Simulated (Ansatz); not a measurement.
in.yaml

```yaml
crystal:
  periodic: [false, false, false]
  atoms:
    - {symbol: Al, position_ang: [0.000000, 0.000000, 1.634313]}
    - {symbol: O, position_ang: [0.000000, 0.000000, -0.040157]}
    - {symbol: H, position_ang: [0.000000, 0.000000, -1.594157]}
basis:
  gaussian: {orbitals: def2-mTZVP, point_charges: [{charge: 0.50, position_ang: [2.667, -0.315, 0.327]}]}
magnetization: {spin_polarized: false}
correlation: {method: bccd_t, electrons: outside_noble_gas}
scf: {lower_state_search: off}
```

```sh
$ ansatz run in.yaml --threads 1 --pin off --events-out ev --progress --plain --max-ram 2393MiB
```

The program prints:

```
these checks for a lower state are left out or cut short: stability, starts, cluster_reference, orbital_swaps, neighbouring_geometries, increment
439 factors; integrals over basis functions are off by at most 8.2e-4 eV
mean field evaluation 1: about -8629.5935 eV, gradient 4.7e1 eV
mean field evaluation 2: about -8629.5950 eV, gradient 4.7e1 eV
mean field evaluation 4: about -8634.1225 eV, gradient 2.2e0 eV
mean field evaluation 8: about -8634.1653 eV, gradient 4.6e-4 eV
mean field -8634.16530952 eV, -317.2997226772 hartree, gradient 2.0e-6 eV, S^2 0.000000; 0 other end points of the search recorded, 0 dependent functions left out
6 core orbitals not correlated: weight in the atoms' cores, before any rotation towards them, 1.000 or more for the frozen orbitals, at most 0.000 for the correlated occupied ones
reference -8634.16530952 eV, -317.2997226772 hartree; 5, 5 occupied and 38, 38 virtual orbitals, 439 factors
second order -7.74454245 eV of doubles, -0.00000000 eV of singles
cycle   1  -7.49154689 eV  change    2.5e-1 eV  update   1.2e-1
cycle   2  -7.84082802 eV  change   -3.5e-1 eV  update   5.3e-2
cycle   3  -7.99854739 eV  change   -1.6e-1 eV  update   3.2e-2
cycle   4  -7.98417877 eV  change    1.4e-2 eV  update   1.0e-2
cycle   5  -7.98265293 eV  change    1.5e-3 eV  update   4.8e-3
cycle   6  -7.98517775 eV  change   -2.5e-3 eV  update   2.8e-3
cycle   7  -7.98225622 eV  change    2.9e-3 eV  update   1.2e-3
cycle   8  -7.98163296 eV  change    6.2e-4 eV  update   4.0e-4
cycle   9  -7.98157360 eV  change    5.9e-5 eV  update   1.4e-4
cycle  10  -7.98154898 eV  change    2.5e-5 eV  update   6.5e-5
cycle  11  -7.98152061 eV  change    2.8e-5 eV  update   3.6e-5
cycle  12  -7.98155015 eV  change   -3.0e-5 eV  update   2.2e-5
cycle  13  -7.98153960 eV  change    1.1e-5 eV  update   1.2e-5
perturbative correction -0.41228848 eV, -0.0151513222 hartree
Total energy: -8642.55913760 eV, -317.6081901697 hartree
Checks for a lower state left out: stability, starts, cluster_reference, orbital_swaps, neighbouring_geometries, increment
```

Ran on 1 thread of Arm Neoverse V2, shared host: 0.45 s wall, 0.14 GiB peak host memory.
